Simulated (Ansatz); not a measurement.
# SiH₂O (triplet): from Hartree-Fock to the top rungs, cc-pVDZ

How much of the correlation energy of SiH₂O (triplet) does each wave-function method recover here?

Method: cc-pVDZ, core rule «outside noble gas», up to 6 orbitals frozen; program: Ansatz 0.2.0, Gaussian basis.

To be run: UHF; CCSD(T) on ROHF; CCSD(T) on UHF; BCCD(T) on ROHF; CISD; CCSDT(Q) on ROHF; CCSDT(Q) on UHF; CASSCF and MRCISD+Q, 12 electrons in 10 orbitals; CASSCF and NEVPT2, 12 electrons in 10 orbitals.

23 further runs of the same task are left out: 8 for a known fault of the program, 7 that didn't finish, 8 set aside as unsound or not needed.

## (1) What is computed

The geometry is a PBE0/def2-TZVP stationary point (not a proven minimum) of the parent state, kept for this charge and spin.

4 atoms, charge 0, spin multiplicity 3.

Atoms are counted from 1 here; the program's logs count them from 0.

Bond lengths: Si1–O2 1.516 Å, Si1–H3 1.486 Å, Si1–H4 1.486 Å. Angles: O2–Si1–H3 124.0°, O2–Si1–H4 124.0°, H3–Si1–H4 111.9°.

## (2) UHF

File in.yaml:

```yaml
crystal:
  periodic: [false, false, false]
  atoms:
    - {symbol: Si, position_ang: [0.000000, 0.000000, 0.489694]}
    - {symbol: O, position_ang: [0.000000, 0.000000, -1.026105]}
    - {symbol: H, position_ang: [0.000000, 1.230909, 1.321383]}
    - {symbol: H, position_ang: [0.000000, -1.230909, 1.321383]}
basis:
  gaussian: {orbitals: cc-pVDZ}
magnetization: {spin_polarized: true, initial_magnetization: 2}
hamiltonian: {xc: hf}
output: {orbitals: {seedname: orbitals}}
```

Launch:

```bash
$ ansatz run in.yaml --threads 1 --pin off --events-out ev --progress --plain --max-ram 2393MiB
```

Further steps of the session: CCSD(T) on ROHF; CCSD(T) on UHF; BCCD(T) on ROHF; CISD; CCSDT(Q) on ROHF; CCSDT(Q) on UHF; CASSCF and MRCISD+Q, 12 electrons in 10 orbitals; CASSCF and NEVPT2, 12 electrons in 10 orbitals.

**Question.** What will the summary of the whole plan be? Wanted: UCCSDT(Q) below the RHF energy; RMP2 from UCCSDT(Q); UMP2 from UCCSDT(Q); RCCSD from UCCSDT(Q); RCCSD(T) from UCCSDT(Q); UCCSD(T) from UCCSDT(Q); RCCSDT(Q) from UCCSDT(Q); NEVPT2 valence from UCCSDT(Q); MRCISD+Q valence from UCCSDT(Q).

As calculated:

| quantity | value |
| --- | --- |
| UCCSDT(Q) below the RHF energy | -7.4547 eV |
| RMP2 from UCCSDT(Q) | +25.86 kcal/mol |
| UMP2 from UCCSDT(Q) | +26.35 kcal/mol |
| RCCSD from UCCSDT(Q) | +4.78 kcal/mol |
| RCCSD(T) from UCCSDT(Q) | +1.09 kcal/mol |
| UCCSD(T) from UCCSDT(Q) | +1.14 kcal/mol |
| RCCSDT(Q) from UCCSDT(Q) | +0.04 kcal/mol |
| NEVPT2 valence from UCCSDT(Q) | +26.98 kcal/mol |
| MRCISD+Q valence from UCCSDT(Q) | +1.36 kcal/mol |
| levels within 1 kcal/mol (43 meV) | RCCSDT, UCCSDT, RCCSDT(Q) |
| T1 diagnostic | 0.034 |
| effectively unpaired electrons | 2.02 |

What this shows: RCCSD(T) lands +1.09 kcal/mol from the yardstick (0.6 % of the correlation energy). One determinant dominates. Of the multireference levels listed MRCISD+Q valence comes nearest in total energy (+1.36 kcal/mol), which doesn't show that its space is the better one. These misses are within one basis, not against nature; the frozen cores of restricted and unrestricted runs differ, which can shift their rows.
